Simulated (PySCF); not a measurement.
# Working out the ionisation energy of S

S [Ne] 3s2 3p4 (3P) → S⁺ [Ne] 3s2 3p3 (4S). All numbers are calculated (PySCF 2.14, the non-relativistic Hamiltonian (point nucleus), in aug-cc-pwCVQZ). Frozen: nothing. Energies in hartree (1 hartree = 27.21139 eV):

```json
{"part": "UHF", "S (lower)": "-397.512859", "S⁺ (upper)": "-397.173376"}
{"part": "MP2 opposite-spin", "S (lower)": "-0.371842", "S⁺ (upper)": "-0.342738"}
{"part": "MP2 same-spin", "S (lower)": "-0.129054", "S⁺ (upper)": "-0.125636"}
```

What does Hartree-Fock give?

(-397.173376) − (-397.512859) = 0.339483 hartree = 9.238 eV.

What do MP2 and SCS-MP2 (6/5 opposite-spin, 1/3 same-spin) give?

The opposite-spin parts differ by 0.792 eV and the same-spin parts by 0.093 eV. MP2: 9.238 + (0.792) + (0.093) = 10.123 eV. SCS-MP2: 9.238 + 1.2 × (0.792) + (0.093)/3 = 10.219 eV.

Measured between the centres of the two terms (NIST): 10.336 eV, so MP2 (all electrons) is off by -0.213 eV.

What remains against the reference includes basis incompleteness and correlation beyond second order.
